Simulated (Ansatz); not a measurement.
Ansatz (a quantum-chemistry and plane-wave program) input (PBE0/6-31G*):

Ansatz 0.2 input:
```yaml
crystal:
  periodic: [false, false, false]
  atoms:
    - {symbol: Si, position_ang: [0.00522298, 0.00088878, 0.13274662]}
    - {symbol: H, position_ang: [-0.03423424, 1.08488138, -0.93662313]}
    - {symbol: H, position_ang: [-0.03888754, -1.09732424, -0.92182957]}
basis:
  gaussian:
    orbitals: 6-31G*
hamiltonian:
  xc: {name: PBE0}
output: {forces: true}
magnetization: {spin_polarized: false}
```

Output:

```
Functional definition: PBE0
integrals: 0.00 GiB planned
229 factors; integrals over basis functions are off by at most 7.2e-4 eV
mean field: 0.05 GiB planned
mean field evaluation 1: about -7903.6641 eV, gradient 6.0e0 eV
mean field evaluation 2: about -7903.8048 eV, gradient 1.9e0 eV
mean field evaluation 4: about -7903.8217 eV, gradient 6.0e-2 eV
mean field evaluation 8: about -7903.8179 eV, gradient 5.3e-5 eV
mean field -7903.81786098 eV, -290.4599489909 hartree, gradient 1.3e-5 eV, S^2 0.000000; 0 other end points of the search recorded, 0 dependent functions left out
the calculation of the forces begins
reference -7903.81787944 eV, -290.4599496691 hartree; 8, 8 occupied and 15, 15 virtual orbitals, 229 factors
Total energy: -7903.81787944 eV, -290.4599496691 hartree
Atom 0 at     0.005223     0.000889     0.132747 Å, force     0.006670     0.001135     0.169519 eV/Å
Atom 1 at    -0.034234     1.084881    -0.936623 Å, force    -0.003219     0.053789    -0.085128 eV/Å
Atom 2 at    -0.038888    -1.097324    -0.921830 Å, force    -0.003451    -0.054924    -0.084391 eV/Å
Dipole moment:    -0.004523    -0.000770    -0.114953 e Å
```
